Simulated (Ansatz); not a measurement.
## [NH₂···H···OH], doublet in cc-pVDZ: errors against UCCSDT(Q)

Geometry: a point of a hydrogen-transfer path between rigid fragments, not a stationary point.

```xyz
6

N    -1.2962    0.0111   -0.0261
H    -1.5935    0.9789   -0.0261
H    -1.5935   -0.3912    0.8542
H     0.0948    0.0111   -0.0261
O     1.2358    0.0111   -0.0261
H     1.4877   -0.9289   -0.0261
```

Basis cc-pVDZ; Ansatz 0.2.0. Correlated methods freeze the noble-gas cores, which leaves 15 electrons in 46 orbitals. R marks a restricted (for open shells ROHF) determinant, U an unrestricted one. Active spaces: pair = (3e, 3o) about the gap.

Full CI isn't at hand for all of this; UCCSDT(Q) serves as the reference, and is uncertain by about the last step of the cluster series. The frozen core follows each run's orbitals, which can shift R against U totals by a few meV.

For open shells CISD is restricted-active-space CI with the open shells as a complete middle space.

- UHF ⟨S²⟩: 0.766
- T1 diagnostic (RCCSD): 0.0337
- largest doubles amplitude (RCCSD): 0.033
- T1 diagnostic (UCCSD): 0.0225

```
                level  E − E(UCCSDT(Q)) (kJ/mol)  share of correlation (%)     wall time
                  RHF                     1059.6                      0.00             –
                  UHF                     1045.1                      1.37             –
                 RMP2                       98.3                     90.72             –
                 UMP2                       97.2                     90.83             –
                 CISD                      115.5                     89.10           8 s
                RCCSD                       25.3                     97.61             –
                UCCSD                       25.0                     97.64             –
             RCCSD(T)                        4.6                     99.57           7 s
             UCCSD(T)                        4.4                     99.58           8 s
              BCCD(T)                        4.3                     99.59         2.7 s
               RCCSDT                        2.5                     99.76             –
               UCCSDT                        2.5                     99.77             –
            RCCSDT(Q)                        0.2                     99.98    5 s (H100)
  CASSCF (pair space)                      997.2                      5.89             –
  NEVPT2 (pair space)                       96.5                     90.89        0.73 s
  MRCISD (pair space)                      101.8                     90.39             –
MRCISD+Q (pair space)                       17.1                     98.39  2.3 s (H100)
```

The correlation energy at UCCSDT(Q), counted from RHF, is -10.982 eV. That run took 5 s on 2 threads of AMD EPYC 7R13 with a shared H100 80 GB, shared host.

Times hold each run's SCF and search for its determinant on a shared host, so for small cases they say little of a method's own cost; rows without a card ran on 1 thread of AMD EPYC 7R13.
